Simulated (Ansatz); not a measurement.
Input file:

```yaml
crystal:
  periodic: [false, false, false]
  atoms:
    - {symbol: Si, position_ang: [0.000000, 0.000000, 0.000000]}
    - {symbol: Si, position_ang: [0.000000, 0.000000, 4.167000]}
basis:
  gaussian: {orbitals: 6-31G}
magnetization: {spin_polarized: true, initial_magnetization: 0}
correlation: {method: mp2, electrons: outside_noble_gas}
output: {forces: true}
```

```sh
$ ansatz run in.yaml --threads 1 --pin off --events-out ev --progress --plain --max-ram 2393MiB
```

The program prints:

```
280 factors; integrals over basis functions are off by at most 2.1e-4 eV
mean field evaluation 1: about -15714.0504 eV, gradient 2.0e0 eV
mean field evaluation 2: about -15714.0504 eV, gradient 2.0e0 eV
mean field evaluation 4: about -15714.1329 eV, gradient 1.4e-1 eV
mean field evaluation 8: about -15714.1334 eV, gradient 3.7e-3 eV
mean field evaluation 16: about -15714.1333 eV, gradient 5.0e-6 eV
mean field evaluation 32: about -15718.8779 eV, gradient 6.9e-1 eV
mean field evaluation 64: about -15717.8331 eV, gradient 1.1e-2 eV
mean field evaluation 96: about -15717.5901 eV, gradient 3.9e-1 eV
mean field evaluation 128: about -15717.5894 eV, gradient 1.0e-4 eV
mean field evaluation 160: about -15717.8320 eV, gradient 4.1e-2 eV
mean field evaluation 192: about -15717.8174 eV, gradient 4.8e-2 eV
mean field evaluation 224: about -15717.7216 eV, gradient 1.5e0 eV
mean field evaluation 256: about -15718.8807 eV, gradient 2.3e-1 eV
mean field evaluation 288: about -15718.8352 eV, gradient 1.9e-2 eV
mean field evaluation 320: about -15718.8743 eV, gradient 2.6e-1 eV
mean field evaluation 352: about -15716.1380 eV, gradient 2.8e-1 eV
mean field evaluation 384: about -15717.5894 eV, gradient 5.1e-7 eV
mean field -15718.88243539 eV, -577.6582748594 hartree, gradient 1.7e-10 eV, S^2 1.998070; 31 other end points of the search recorded, 0 dependent functions left out
10 core orbitals not correlated: weight in the atoms' cores, before any rotation towards them, 1.000 or more for the frozen orbitals, at most 0.000 for the correlated occupied ones
reference -15718.88243539 eV, -577.6582748594 hartree; 4, 4 occupied and 12, 12 virtual orbitals, 280 factors
second order -0.81605648 eV of doubles, -0.00000000 eV of singles
the calculation of the forces begins
Total energy: -15719.69849187 eV, -577.6882643820 hartree
Atom 0 at     0.000000     0.000000     0.000000 Å, force    -0.000000    -0.000000     0.074258 eV/Å
Atom 1 at     0.000000     0.000000     4.167000 Å, force     0.000000    -0.000000    -0.074258 eV/Å
Dipole moment:     0.000000     0.000000     0.110252 e Å
```

Forces (eV/Å):
```
Si   0.000  0.000  0.074
Si   0.000  0.000 -0.074
```

Ran on 1 thread of Arm Neoverse V1, shared host: 2.1 s wall, 0.19 GiB peak host memory.
